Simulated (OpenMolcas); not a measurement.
# CF4 (tetrafluoromethane) at mPW1PW91/STO-3G

Aim: the vertical ionisation energy of CF4 (tetrafluoromethane) at mPW1PW91/STO-3G, from 2 runs. 

The results are computed with OpenMolcas 26.06.

## Step 1: The structure to begin with

CF4: 5 atoms, total charge 0, spin state singlet. As SMILES, `FC(F)(F)F`. The shape is that of a PBE0-D4/def2-TZVP optimisation.

Bond lengths: F1–C2 1.318 Å, C2–F3 1.318 Å, C2–F4 1.318 Å, C2–F5 1.318 Å. Angles: F1–C2–F3 109.5°, F1–C2–F4 109.5°, F1–C2–F5 109.5°, F3–C2–F4 109.5°, F3–C2–F5 109.5°, F4–C2–F5 109.5°.

## Step 2: A single-point energy at mPW1PW91/STO-3G

Input file input.xyz:

```xyz
5

F     -0.850100     0.025300     0.989500
C      0.010000    -0.014700    -0.008300
F      1.157500    -0.501300     0.420100
F     -0.464000    -0.786000    -0.966200
F      0.196600     1.203000    -0.476700
```

Input file job.input:

```
* CF4 Kohn-Sham DFT

&GATEWAY
  BasLib=$CurrDir
  Coord=input.xyz
  Basis=STO-3G
  Group=NoSym

&SEWARD

&SCF
  KSDFT=HYB_GGA_XC_MPW1PW
  PrOrbitals=0
```

The basis set STO-3G is read from a file made from the Basis Set Exchange's data (not shown).

Command:

```bash
$ export MOLCAS_MEM=1860
$ pymolcas job.input > job.log
```

Standard output:

```text
--- Start Module: gateway ---
[...]
--- Stop Module: gateway /rc=_RC_ALL_IS_WELL_ ---
--- Start Module: seward ---
[...]
      Basis functions           25
--- Stop Module: seward /rc=_RC_ALL_IS_WELL_ ---
--- Start Module: scf ---
[...]
       Convergence after   8 Iterations
[...]
::    Total KS-DFT energy                            -431.1444190318
[...]
      Total spin, S                                     0.0000000000
[...]
      Total electronic charge=   42.000000
      Total            charge=   -0.000000
[...]
      Dipole Moment (debye):
      Origin of the operator (angstrom)=    0.0100   -0.0147   -0.0083
                   X= -1.2431E-05               Y=  3.1540E-04               Z=  2.0246E-04           Total=  3.7499E-04
      Quadrupole Moment (debye*angstrom):
[...]
--- Stop Module: scf /rc=_RC_ALL_IS_WELL_ ---
[...]
```

Run time: 2 s. Hardware: 1 thread of Arm Neoverse V2, shared host; peak memory 0.37 GiB.

## Step 3: The doublet cation

input.xyz is that of step 2.

Input file job.inp:

```
&GATEWAY
BasLib
$CurrDir
Coord
input.xyz
Basis
STO-3G
Group
NoSym
&SEWARD
&SCF
UHF
Charge
1
Spin
2
KSDFT
HYB_GGA_XC_MPW1PW
PrOrbitals
0
```

The basis set STO-3G is read from a file made from the Basis Set Exchange's data (not shown).

Command:

```bash
$ export MOLCAS_MEM=1860
$ pymolcas job.inp > job.log
```

Standard output:

```text
--- Start Module: gateway ---
[...]
--- Stop Module: gateway /rc=_RC_ALL_IS_WELL_ ---
--- Start Module: seward ---
[...]
      Basis functions           25
--- Stop Module: seward /rc=_RC_ALL_IS_WELL_ ---
--- Start Module: scf ---
[...]
       Convergence after  38 Iterations
[...]
::    Total KS-DFT energy                            -430.7426010306
[...]
      Total spin, S                                     0.5013376404
[...]
      Total electronic charge=   41.000000
      Total            charge=    1.000000
[...]
      Dipole Moment (debye):
      Origin of the operator (angstrom)=    0.0100   -0.0147   -0.0083
                   X=  8.3636E-05               Y= -2.4104E-04               Z= -5.7290E-04           Total=  6.2714E-04
      Center of Charge (angstrom)
[...]
--- Stop Module: scf /rc=_RC_ALL_IS_WELL_ ---
[...]
```

It took 6 s on 1 thread of Arm Neoverse V2, shared host; peak memory 0.37 GiB.

## Step 4: Outcome

Level: mPW1PW91/STO-3G.

```
                                          quantity          value
                         singlet CF4: total energy  -431.14442 Eh
                        singlet CF4: dipole moment         0.00 D
                          singlet CF4: HOMO energy       -6.95 eV
                          singlet CF4: LUMO energy       10.54 eV
                        singlet CF4: HOMO–LUMO gap       17.50 eV
                      doublet cation: total energy  -430.74260 Eh
doublet cation: HOMO energy (highest over α and β)      -17.05 eV
 doublet cation: LUMO energy (lowest over α and β)      -14.90 eV
                              doublet cation: ⟨S²⟩          0.753
vertical ionisation energy (to the doublet cation)      10.934 eV
```

**Reading.** The vertical ionisation energy comes to 10.93 eV (1055 kJ/mol). The negative HOMO energy of the first species, 6.95 eV, lies 3.98 eV below that difference. In a minimal basis such a difference can be off by several eV, whatever the method. Mulliken charges (singlet CF4) run from -0.11 on F1 to +0.46 on C2.
